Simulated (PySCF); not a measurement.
Atoms are numbered as in `[O:1]=[C:2]1[CH2:3][CH:4]=[CH:5][O:6]1` (H(Xn): hydrogen on atom n).

Theoretical values (PySCF 2.14.0 with density-fitted response routines): shieldings: GIAO PBE/pcSseg-2, geometry from PBE0-D3(BJ)/def2-SVP. Non-relativistic, no solvent model, single conformer, one averaged value for each set of equivalent atoms.

Shifts are taken against calculated references (same method and geometry level): 13C, 1H against TMS; 17O vs H2O.

```
atoms  nucleus  count  δ (ppm)
   C3      13C      1     35.6
H(C5)       1H      1     6.91
   C5      13C      1        ?
   C4      13C      1    111.3
H(C4)       1H      1        ?
   C2      13C      1    180.6
   O6      17O      1    301.9
   O1      17O      1    425.6
H(C3)       1H      2        ?
```

Question: Estimate the values marked ?.

Answer: 
- C5: 154.5 ppm, alkene carbon bearing oxygen; an sp2 carbon further deshielded by the attached heteroatom
- H(C4): 5.57 ppm, hydrogen on a β carbon of an enol-ether or enamine type C=C; a vinylic proton, deshielded by the sp2 carbon and the C=C anisotropy
- H(C3): 3.04 ppm, hydrogen on an sp3 CH2 α to a carbonyl; α to C=O

Shifts are as computed, not scaled to solution data. Of 1211 compounds with measured shifts, 218 miss one by over three times the rms of a fit or turn the order of signals round; such compounds aren't used in these exercises. Unscaled 17O shifts of doubly bonded oxygen tend to come out too high, by tens of ppm or more. Experimental scales use liquid or dissolved standards, which lie at an offset from isolated H2O (liquid H2O: subtract about 36 ppm).
